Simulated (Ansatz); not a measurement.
**GeH₂⁺, quartet in cc-pVTZ: errors against full CI**

Geometry: that of the GeH2, triplet, kept fixed. The doublet lies 4.5 eV lower here.

```xyz
3

Ge    0.0000   -0.0208    0.0000
H     0.0000    0.7490   -1.3344
H     0.0000    0.7490    1.3344
```

Basis cc-pVTZ; Ansatz 0.2.0. Only valence electrons are correlated (noble-gas cores and the filled d shells of p-block atoms frozen), which leaves 5 electrons in 57 orbitals. Prefix R: restricted or restricted open-shell reference; prefix U: unrestricted. Active spaces: valence = (5e, 6o) chosen from the atoms' valence shells. No spin–orbit coupling is included, and no scalar relativity.

Full CI is exact within this basis and frozen core; it isn't the basis-set limit. The frozen core follows each run's orbitals, which can shift R against U totals by a few meV for light atoms and by up to 0.1 eV past Ca.

For open shells CISD and CISDTQ are restricted-active-space CI with the open shells as a complete middle space.

```
UHF ⟨S²⟩                          : 3.783
T1 diagnostic (RCCSD)             : 0.0245
largest doubles amplitude (RCCSD) : 0.094
```

```json
{"level": "RMP2", "E − E(RHF) (eV)": "-1.9469"}
{"level": "RCCSD", "E − E(RHF) (eV)": "-2.3876"}
{"level": "RCCSD(T)", "E − E(RHF) (eV)": "-2.4608"}
```

(1) Estimate how far full CI in cc-pVTZ lies from RCCSD(T). The table doesn't fix it; the size of (T) and the diagnostics are the guide.

(1) Full CI in cc-pVTZ lies 0.45 kcal/mol below RCCSD(T), which is 27 % of the (T) step (-1.69 kcal/mol). The diagnostics give no warning, yet the rest is a sizeable part of (T).

The other levels:

```csv
level,E − E(full CI) (kcal/mol),share of correlation (%),wall time
CISD,1.73,96.98,2.4 s
BCCD(T),0.47,99.18,2.3 s
RCCSDT,0.04,99.93,–
CISDTQ,0.00,99.99,18 s (H100)
RCCSDT(Q),-0.01,100.02,15 s
RCCSDTQ,-0.02,100.04,17 s (H100)
CASSCF (valence space),33.20,41.96,–
NEVPT2 (valence space),8.08,85.87,2.3 s
MRCISD (valence space),1.20,97.90,–
MRCISD+Q (valence space),0.10,99.83,2.9 s
```

The correlation energy at full CI, counted from RHF, is -2.481 eV. That run took 38 s on 2 threads of AMD EPYC 7R13 with a shared H100 80 GB, shared host over 5,617,647 determinants.

Run but not shown, since their state or frozen core can't be matched to the reference's or they repeat it: UHF, UMP2, UCCSD, UCCSD(T), UCCSDT, UCCSDT(Q).

Times hold each run's SCF and search for its determinant on a shared host, so for small cases they say little of a method's own cost; rows without a card ran on 1 thread of AMD EPYC 7R13.

The full-CI state has the irrep A2 of C2v, in the program's axes.

Natural occupations of full CI about the gap: 1.926 1.010 0.983 0.981 0.029 0.022 0.012 0.008 0.006 0.005; effectively unpaired electrons, Σ n²(2−n)², 3.03.
